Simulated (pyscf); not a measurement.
`[SiH3][Te][SiH3]` + `[H][H]` -> `[SiH4]` + `[SiH3][TeH]`, a four-centre exchange (singlet surface; Si–Te, H–H broken, H–Si, H–Te formed). Structures and frequencies: ωB97X-D3(BJ)/def2-SVP in PySCF. Energies in eV from the separated reactants.

Small-basis levels: PySCF, no dispersion term, spherical d functions. AM1 to PM7: differences of heats of formation from MOPAC, which are fitted to 298 K values and so differ in kind from electronic energies by zero-point and thermal terms. GFN2-xTB: tblite. Cost: rough CPU time at the saddle relative to B3LYP/6-31G*+LANL2DZ, from one job on a shared machine.

```json
[
 {"level": "MP2/6-31G*+LANL2DZ", "barrier": "3.25", "reaction energy": "+0.42", "cost": "0.2"},
 {"level": "PBE/6-31G*+LANL2DZ", "barrier": "2.37", "reaction energy": "+0.42", "cost": "1"},
 {"level": "B3LYP/LANL2DZ", "barrier": "3.00", "reaction energy": "+0.02", "cost": "0.6"},
 {"level": "B3LYP/6-31G*+LANL2DZ", "barrier": "?", "reaction energy": "+0.26", "cost": "1"},
 {"level": "M06-2X/6-31G*+LANL2DZ", "barrier": "?", "reaction energy": "+0.43", "cost": "2"},
 {"level": "GFN2-xTB", "barrier": "2.45", "reaction energy": "-0.37", "cost": "under 0.02"},
 {"level": "AM1", "barrier": "2.57", "reaction energy": "+0.44", "cost": "under 0.02"},
 {"level": "PM3", "barrier": "1.67", "reaction energy": "+0.97", "cost": "under 0.02"},
 {"level": "PM6", "barrier": "4.53", "reaction energy": "+4.20", "cost": "under 0.02"},
 {"level": "ωB97M-D3(BJ)/def2-TZVP", "barrier": "?", "reaction energy": "+0.37", "cost": "–"}
]
```

**Question.** Some entries are withheld; supply them.

**Answer.** 
- B3LYP/6-31G*+LANL2DZ, barrier: 2.73
- M06-2X/6-31G*+LANL2DZ, barrier: 2.69
- ωB97M-D3(BJ)/def2-TZVP, barrier: 2.41

Against the last row the barrier runs from -0.73 (PM3) to +2.12 eV (PM6). ωB97M-D3(BJ)/def2-TZVP has limits of its own. One saddle was located; it need not be the lowest between these sides. In the def2 sets elements past Kr carry core potentials, without spin-orbit coupling.
